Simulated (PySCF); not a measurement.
Cartesian coordinates (Å):
```xyz
4

C      0.0000     0.0000     0.0000
H      1.0979    -0.0486    -0.0040
H     -0.5068     0.9751     0.0036
H     -0.5911    -0.9265     0.0005
```
Charge 0, spin multiplicity 2.

Estimate the highest occupied spin orbital, total energy and dipole moment that PySCF with BP86-D3(BJ)/def2-TZVP // BP86-D3(BJ)/def2-SVP returns for this input.


| Item | Result |
|---|---|
| highest occupied spin orbital | -5.46 eV |
| total energy | -1084.43 eV |
| dipole moment | 0.00 D |
